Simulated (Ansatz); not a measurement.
Spin states of the cluster C₂H₂ (the lowest singlet isomer of a short search), each relaxed with PBE-D4/def2-TZVP in Ansatz. Electronic energies in the gas phase.

Correlated methods freeze 2 core orbitals. The structure comes from a short search, and lower isomers may exist.

Singlet geometry (D∞h within 0.1 Å):

Cartesian coordinates in Å:
```
C 0.2902 0.0261 0.5288
C -0.2903 -0.0260 -0.5288
H 0.8048 0.0736 1.4668
H -0.8048 -0.0737 -1.4668
```

Triplet geometry (C2h within 0.1 Å):

Cartesian coordinates in Å:
```
C -0.4191 -0.4505 0.2583
C 0.4191 0.4504 -0.2583
H -1.5100 -0.4955 0.3092
H 1.5100 0.4956 -0.3092
```

Quintet geometry (C2 within 0.1 Å):

```xyz
4

C     0.404    0.437   -0.633
C    -0.635    0.309    0.506
H     1.331   -0.137   -0.757
H    -1.101   -0.610    0.883
```

⟨S²⟩: triplet 2.00 at PBE0-D4/def2-TZVP (pure 2.00), quintet 6.01 at PBE0-D4/def2-TZVP (pure 6.00).

Only these spin states were relaxed.

| level | triplet − singlet (kcal/mol) | quintet − singlet (kcal/mol) | lowest of these |
| --- | --- | --- | --- |
| HF/def2-TZVP | 70.0 | 97.2 | singlet |
| HF/def2-TZVPP | 70.0 | 97.2 | singlet |
| revPBE-D4/def2-TZVP | 92.5 | 153.5 | singlet |
| B97M-V/def2-TZVP | 95.6 | 156.7 | singlet |
| MP2/def2-TZVP | 105.0 | 163.5 | singlet |
| MP2/def2-TZVPP | 104.7 | 163.2 | singlet |
| CCSD/def2-TZVPP | 94.4 | 151.5 | singlet |
| CCSD(T)/def2-TZVPP | 96.4 | 157.2 | singlet |
